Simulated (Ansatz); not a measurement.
Spin states of Mg2H, each relaxed with PBE0-D4/def2-TZVP in Ansatz. Electronic energies in the gas phase.

B3LYP takes the VWN-RPA correlation. Correlated methods freeze 2 core orbitals; core or outer-core shells of Mg are correlated, in sets that lack core-valence functions. The structure comes from a short search, and lower isomers may exist.

Doublet geometry (C∞v within 0.1 Å):

```
atom   x (Å)   y (Å)   z (Å)
 Mg1  -2.440   0.893  -0.262
 Mg2   0.409  -0.151   0.038
  H3   2.031  -0.742   0.223
```

Quartet geometry (C∞v within 0.1 Å):

Cartesian coordinates in Å:
```
Mg 1.266 -0.632 -2.243
Mg -0.219 0.113 0.394
H -1.047 0.519 1.849
```

⟨S²⟩: doublet 0.76 at PBE0-D4/def2-TZVP (pure 0.75), quartet 3.75 at PBE0-D4/def2-TZVP (pure 3.75).

Only these spin states were relaxed.

Question: Estimate which spin state lies lowest at each of these levels, and by how much: HF/STO-3G; HF/def2-TZVP; HF/def2-TZVPP; PBE-D4/def2-TZVP; r2SCAN-D4/def2-TZVP; r2SCANh-D4/def2-TZVP; B3LYP-D4/def2-TZVP; CAM-B3LYP-D4/def2-TZVP; RPA@PBE/def2-TZVP; MP2/def2-TZVP; MP2/def2-TZVPP; CCSD(T)/def2-TZVPP.

Answer: 
```json
{"level": "HF/STO-3G", "quartet − doublet (kJ/mol)": "559.4", "lowest of these": "doublet", "remarks": "HOMO above zero (quartet)"}
{"level": "HF/def2-TZVP", "quartet − doublet (kJ/mol)": "173.6", "lowest of these": "doublet", "remarks": "–"}
{"level": "HF/def2-TZVPP", "quartet − doublet (kJ/mol)": "173.4", "lowest of these": "doublet", "remarks": "–"}
{"level": "PBE-D4/def2-TZVP", "quartet − doublet (kJ/mol)": "246.4", "lowest of these": "doublet", "remarks": "–"}
{"level": "r2SCAN-D4/def2-TZVP", "quartet − doublet (kJ/mol)": "221.3", "lowest of these": "doublet", "remarks": "–"}
{"level": "r2SCANh-D4/def2-TZVP", "quartet − doublet (kJ/mol)": "224.1", "lowest of these": "doublet", "remarks": "–"}
{"level": "B3LYP-D4/def2-TZVP", "quartet − doublet (kJ/mol)": "267.8", "lowest of these": "doublet", "remarks": "–"}
{"level": "CAM-B3LYP-D4/def2-TZVP", "quartet − doublet (kJ/mol)": "273.8", "lowest of these": "doublet", "remarks": "–"}
{"level": "RPA@PBE/def2-TZVP", "quartet − doublet (kJ/mol)": "241.9", "lowest of these": "doublet", "remarks": "–"}
{"level": "MP2/def2-TZVP", "quartet − doublet (kJ/mol)": "226.7", "lowest of these": "doublet", "remarks": "–"}
{"level": "MP2/def2-TZVPP", "quartet − doublet (kJ/mol)": "227.2", "lowest of these": "doublet", "remarks": "–"}
{"level": "CCSD(T)/def2-TZVPP", "quartet − doublet (kJ/mol)": "244.5", "lowest of these": "doublet", "remarks": "–"}
```

Change of the quartet − doublet gap on mixing in exact exchange, in kJ/mol: r2SCAN to r2SCANh (10 % exact exchange) 2.8.
